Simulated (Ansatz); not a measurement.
**One structure, 3 elements: LiRe3, RbRe3, CsRe3**

Plane-wave DFT in Ansatz with scalar-relativistic PAW potentials, cutoff 420 eV, Γ-centred meshes chosen by cell and gap, Gaussian smearing with energies taken to zero width. Every cell was relaxed (cell and atoms) in a run of its own, within the symmetry of its start. Functional: PBE.

All members share space group Fm-3m and the same sites; only the element on one set of sites changes (Li, Rb, Cs). Members needn't be the stable form of their composition. Energies over the elements, where given, are against the elements' standard states in the same functional (H₂, N₂, O₂ and halogens uncorrected, Hg as a solid). The first member:

Space group Fm-3m (No. 225). a = 6.083 Å, b = 6.083 Å, c = 6.083 Å, α = 90.00°, β = 90.00°, γ = 90.00°
| atom | site | symmetry | x | y | z |
| --- | --- | --- | --- | --- | --- |
| Li | 4a | m-3m | 0.0000 | 0.0000 | 0.0000 |
| Re | 4b | m-3m | 0.0000 | 0.5000 | 0.0000 |
| Re | 8c | -43m | 0.7500 | 0.7500 | 0.2500 |

| compound | V (Å³/atom) | a (Å) | energy over elements (eV/atom) |
| --- | --- | --- | --- |
| LiRe3 | 14.07 | 6.083 | 0.205 |
| CsRe3 | 17.72 | 6.569 | 2.097 |

Predict the member with Rb.

V (Å³/atom) 17.14, a (Å) 6.497, energy over elements (eV/atom) 1.932. Interpolating linearly in period between Li and Cs would give 16.81 Å³/atom (1.9 % too small), with 1.624 eV/atom over the elements. Over the whole series the volume grows at each step down the group; all are metallic on the mesh; none is bound against its elements in this structure, and Li comes closest.

Spin-orbit coupling is left out, which matters for the bands of heavy elements.